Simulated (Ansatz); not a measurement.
Ideal-gas functions of `N[SiH3]` at 400 K and 1 bar, from an Ansatz frequency run at PBE0-D4/def2-TZVP.

Molar mass 47.13 g/mol, point group Cs (symmetry number 1), electronic degeneracy 1, moments of inertia 7.373, 39.764, 41.167 u Å². Harmonic wavenumbers (cm⁻¹, unscaled): 174, 389, 625, 701, 852, 916, 924, 978, 984, 1585, 2177, 2229, 2233, 3603, 3695.

Use S(trans) = R[1.5 ln M + 2.5 ln T − 1.1517]; rotational temperatures θ = 24.2544 K / I; S(rot) = R[ln(√π/σ · √(T³/θAθBθC)) + 1.5]; for each mode x = 1.438777 ν̃/T, S = R[x/(eˣ − 1) − ln(1 − e⁻ˣ)] and H = RT x/(eˣ − 1); 1 cm⁻¹ = 0.0119627 kJ/mol; R = 8.31446 J/(mol·K).

Q: By hand: the entropy, in J/(mol·K).

A: Translation 163.0. Rotation: θ = 3.2896, 0.61, 0.5892 K, giving 91.3. Vibration, mode by mode: 12.35, 6.17, 3.13, 2.53, 1.64, 1.37, 1.34, 1.14, 1.12, 0.19, 0.03, 0.02, 0.02, 0.00, 0.00, in all 31.1. Electronic 0.0. Sum 285.4 J/(mol·K).

Q: By hand: H − E and G − E in kJ/mol, counted from the electronic energy.

A: Zero-point energy ½ × 22065 × 0.0119627 = 132.0; thermal vibration 7.7; translation, rotation and pV give 4 RT = 13.3. H − E = 153.0 kJ/mol, and G − E = 153.0 − 400 × 285.4/1000 = 38.8 kJ/mol.

Vibration gives 11 % of the entropy.
